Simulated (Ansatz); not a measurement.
# BFH6Si: the cost of one run

Program: Ansatz 0.2.0, Gaussian basis. Level of theory: PBE0-D4/def2-SVP. These are calculated values, not measurements.

**1. Starting geometry**

The first end: 9 atoms, charge 0, spin multiplicity 1.

Atoms are counted from 1 here; the program's logs count them from 0.

Bond lengths: B1–F2 1.319 Å, B1–H3 1.198 Å, B1–H4 1.198 Å, H5–Si6 1.490 Å, Si6–H7 1.483 Å, Si6–H8 1.484 Å, Si6–H9 1.483 Å. Angles: F2–B1–H3 118.0°, F2–B1–H4 118.0°, H3–B1–H4 124.0°, H5–Si6–H7 108.7°, H5–Si6–H8 108.7°, H5–Si6–H9 109.1°, H7–Si6–H8 110.1°, H7–Si6–H9 110.1°, H8–Si6–H9 110.1°.

As a file:

```xyz
9
charge 0, multiplicity 1
B    -0.4834   -0.6089   -1.7288
F    -1.5527   -1.3809   -1.7479
H     0.5872   -1.1344   -1.6149
H    -0.6379    0.5692   -1.8825
H    -0.5744   -0.2980    0.6530
Si    0.4249    0.5168    1.3990
H     1.1152   -0.3562    2.3798
H    -0.2846    1.6131    2.1030
H     1.4058    1.0792    0.4392
```

The second end:

```xyz
9
charge 0, multiplicity 1
B     0.18937   -0.27151   -1.07902
F    -1.66288   -0.63519   -0.62421
H     0.49335   -1.38613   -1.38042
H    -0.02021    0.51692   -1.95082
H    -1.61049   -0.35453    0.27433
Si    0.64793    0.40642    0.77190
H     1.62063   -0.39471    1.56184
H    -0.66730    0.27472    1.53284
H     1.00960    1.84391    0.89354
```

**2. The band at PBE0-D4/def2-SVP**

neb/in.yaml

```yaml
crystal:
  periodic: [false, false, false]
  atoms:
    - {symbol: B, position_ang: [-0.483445, -0.608886, -1.728842]}
    - {symbol: F, position_ang: [-1.552704, -1.380921, -1.747883]}
    - {symbol: H, position_ang: [0.587244, -1.134410, -1.614864]}
    - {symbol: H, position_ang: [-0.637948, 0.569233, -1.882463]}
    - {symbol: H, position_ang: [-0.574437, -0.298029, 0.653029]}
    - {symbol: Si, position_ang: [0.424881, 0.516831, 1.399020]}
    - {symbol: H, position_ang: [1.115195, -0.356231, 2.379808]}
    - {symbol: H, position_ang: [-0.284574, 1.613117, 2.103023]}
    - {symbol: H, position_ang: [1.405790, 1.079195, 0.439173]}
basis:
  gaussian: {orbitals: def2-SVP}
hamiltonian: {xc: pbe0, dispersion: d4}
neb:
  images: 5
  climbing: true
  max_iterations: 40
  initial_path: idpp
  final_atoms:
    - {symbol: B, position_ang: [0.189366, -0.271508, -1.079017]}
    - {symbol: F, position_ang: [-1.662882, -0.635188, -0.624208]}
    - {symbol: H, position_ang: [0.493355, -1.386131, -1.380418]}
    - {symbol: H, position_ang: [-0.020208, 0.516921, -1.950819]}
    - {symbol: H, position_ang: [-1.610490, -0.354532, 0.274333]}
    - {symbol: Si, position_ang: [0.647928, 0.406424, 0.771904]}
    - {symbol: H, position_ang: [1.620632, -0.394715, 1.561845]}
    - {symbol: H, position_ang: [-0.667299, 0.274717, 1.532838]}
    - {symbol: H, position_ang: [1.009596, 1.843913, 0.893542]}
```

Command:

```bash
> ansatz run in.yaml --threads 2 --pin off --events-out ev --progress --plain --max-ram 4352MiB
```

**Question.** How long does this run take on 2 threads of Arm Neoverse V1, shared host?

About 4.4 min.
